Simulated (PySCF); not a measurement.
Compound: sulfuryl chloride, Cl2O2S.
SMILES with atom numbers: `[O:1]=[S:2](=[O:3])([Cl:4])[Cl:5]`

Theory: core-valence-separated Tamm–Dancoff BHandHLYP/aug-pcX-1 (def2-SVPD on Cl, def2-SVPD on S) in PySCF, non-relativistic, gas phase, PBE0-D3(BJ)/def2-SVP geometry. No empirical shift is added; at this level the pattern usually sits a few eV under experiment.

Give energies, oscillator strengths and core holes at the O K edge.

```json
{"E (eV)": "530.37", "f": "0.0550", "core hole on": "O1/O3", "main final orbital": "LUMO (2 roots, f summed)"}
{"E (eV)": "531.82", "f": "0.0544", "core hole on": "O1/O3", "main final orbital": "LUMO+1 (2 roots, f summed)"}
{"E (eV)": "533.26", "f": "0.0538", "core hole on": "O1/O3", "main final orbital": "LUMO+2 (2 roots, f summed)"}
{"E (eV)": "535.36", "f": "0.0271", "core hole on": "O1/O3", "main final orbital": "LUMO+7 (2 roots, f summed)"}
{"E (eV)": "535.81", "f": "0.0185", "core hole on": "O1/O3", "main final orbital": "LUMO+2 (2 roots, f summed)"}
```

The first line with a tenth or more of the strongest one's intensity is at 530.37 eV (f = 0.055, sum of 2), with the hole on O1/O3 (sulfonyl oxygen). It is also the strongest listed.

Roots within 0.03 eV whose holes lie on the same, on equivalent or on shared atoms are summed into one line, and the highest roots are left out, as the search may have cut off their partners. Final orbitals are the ground state's empty Kohn–Sham orbitals.

The list ends where the root search ended, not at a threshold.
